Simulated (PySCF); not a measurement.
**Which basis set comes closest?**

Molecule: SMILES CCN, C$_{2}$H$_{7}$N.

Geometry:
| atom | x (Å) | y (Å) | z (Å) |
| --- | --- | --- | --- |
| C1 | 1.071 | 0.411 | -0.049 |
| C2 | -0.122 | -0.522 | -0.126 |
| N3 | -1.365 | 0.223 | -0.050 |
| H4 | 2.019 | -0.138 | -0.155 |
| H5 | 1.014 | 1.173 | -0.841 |
| H6 | 1.101 | 0.938 | 0.920 |
| H7 | -0.014 | -1.309 | 0.653 |
| H8 | -0.101 | -1.053 | -1.093 |
| H9 | -2.163 | -0.405 | -0.112 |
| H10 | -1.439 | 0.683 | 0.856 |

Geometry PBE0-D3(BJ)/def2-SVP throughout; GIAO in PySCF, gas phase, one conformer, non-relativistic; equivalent atoms averaged; functional PBE0.

Reference values (measured; solution, not stated per compound (mostly CDCl3 or CCl4); Pretsch, Buehlmann, Badertscher, Structure Determination of Organic Compounds, 4th ed. (2009)): δ(C2) = 36.9 ppm, δ(C1) = 19.0 ppm, δ(H7/H8) = 2.66 ppm, δ(H4/H5/H6) = 1.11 ppm. Computed shifts are taken against TMS, calculated as an isolated molecule at each level.

Q: How do the basis sets STO-3G, 6-31G, pcSseg-0, 6-31G*, def2-SVP, cc-pVDZ, pcSseg-1, 6-311+G(2d,p), aug-cc-pVDZ, def2-TZVP, IGLO-III, cc-pVTZ, pcSseg-2 perform against the reference? Times are CPU seconds on shared hosts with different chips, so compare them loosely.

A: 
```
    basis set  functions    C2    C1  H7/H8  H4/H5/H6  mean abs. error C  mean abs. error H  core-s
       STO-3G         22  40.3  19.9   1.42      0.88                2.1               0.74     1.2
        6-31G         41  37.1  19.1   2.81      1.25                0.2               0.14     2.5
     pcSseg-0         41  40.7  21.4   2.73      1.34                3.1               0.15     1.8
       6-31G*         56  37.4  18.3   2.75      1.05                0.6               0.07     2.9
     def2-SVP         77  37.2  18.2   2.55      0.93                0.6               0.15     3.5
      cc-pVDZ         77  39.4  19.7   2.71      0.97                1.6               0.09     2.9
     pcSseg-1         86  40.4  19.5   2.72      1.09                2.0               0.04     4.5
6-311+G(2d,p)        123  39.4  18.4   2.82      1.02                1.6               0.12       6
  aug-cc-pVDZ        132  38.7  18.9   2.88      1.11                1.0               0.11     5.3
    def2-TZVP        135  41.0  19.1   2.79      1.02                2.1               0.11       7
     IGLO-III        175  41.0  19.5   2.82      1.03                2.3               0.12     7.4
      cc-pVTZ        188  40.0  19.0   2.78      1.02                1.6               0.10     8.4
     pcSseg-2        206  41.7  19.9   2.80      1.05                2.9               0.10      12
```

For 13C the closest is 6-31G (0.2 ppm) and the furthest pcSseg-0 (3.1 ppm).

For 1H the closest is pcSseg-1 (0.04 ppm) and the furthest STO-3G (0.74 ppm). Where a smaller basis beats a larger one, errors probably cancel; the largest sets show where the functional converges. One molecule is a small sample, and vibrational and solvent effects are absent from the calculation.

A small basis that lands close on one nucleus may do so by chance; judge by the trend and by all nuclei.
